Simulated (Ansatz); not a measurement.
The input, for Ansatz 0.2.0:

```yaml
crystal:
  periodic: [false, false, false]
  atoms:
    - {symbol: Al, position_ang: [0.002705, -0.099331, 0.655816]}
    - {symbol: N, position_ang: [0.001872, 0.076063, -1.118829]}
    - {symbol: H, position_ang: [0.049836, 1.304316, 1.452041]}
    - {symbol: H, position_ang: [-0.052941, 0.962109, -1.608235]}
    - {symbol: H, position_ang: [-0.095325, -0.664444, -1.851673]}
basis:
  gaussian: {orbitals: def2-SVP}
magnetization: {spin_polarized: false, initial_magnetization: 1}
correlation: {method: mp2, electrons: outside_noble_gas}
accuracy: high
output: {forces: true}
```

```sh
$ ansatz run in.yaml --threads 1 --pin off --events-out ev --progress --plain --max-ram 2393MiB
```

Output:

```
983 factors; integrals over basis functions are off by at most 3.9e-9 eV
mean field evaluation 1: about -8105.6999 eV, gradient 3.2e1 eV
mean field evaluation 2: about -8105.7027 eV, gradient 3.2e1 eV
mean field evaluation 4: about -8108.5107 eV, gradient 2.2e0 eV
mean field evaluation 8: about -8108.5593 eV, gradient 9.1e-5 eV
mean field -8108.55927617 eV, -297.9840572204 hartree, gradient 1.7e-8 eV, S^2 0.750000; 0 other end points of the search recorded, 0 dependent functions left out
mean field evaluation 16: about -8107.5806 eV, gradient 1.4e1 eV
6 core orbitals not correlated: weight in the atoms' cores, before any rotation towards them, 1.000 or more for the frozen orbitals, at most 0.000 for the correlated occupied ones
reference -8108.55927617 eV, -297.9840572204 hartree; 6, 5 occupied and 35, 36 virtual orbitals, 983 factors
second order -6.14225608 eV of doubles, -0.01271475 eV of singles
the calculation of the forces begins
Total energy: -8114.71424700 eV, -298.2102482264 hartree
Atom 0 at     0.002705    -0.099331     0.655816 Å, force     0.031261     0.330984     0.040749 eV/Å
Atom 1 at     0.001872     0.076063    -1.118829 Å, force    -0.255709    -1.043860    -1.153228 eV/Å
Atom 2 at     0.049836     1.304316     1.452041 Å, force    -0.006761    -0.303717    -0.103232 eV/Å
Atom 3 at    -0.052941     0.962109    -1.608235 Å, force     0.051607     0.284140     0.101387 eV/Å
Atom 4 at    -0.095325    -0.664444    -1.851673 Å, force     0.179603     0.732454     1.114323 eV/Å
Dipole moment:    -0.050931    -0.107760    -0.275660 e Å
```

Forces (eV/Å):
```
Al   0.031  0.331  0.041
N   -0.256 -1.044 -1.153
H   -0.007 -0.304 -0.103
H    0.052  0.284  0.101
H    0.180  0.732  1.114
```

Ran on 1 thread of Intel Xeon, shared host: 8.6 s wall, 0.17 GiB peak host memory.
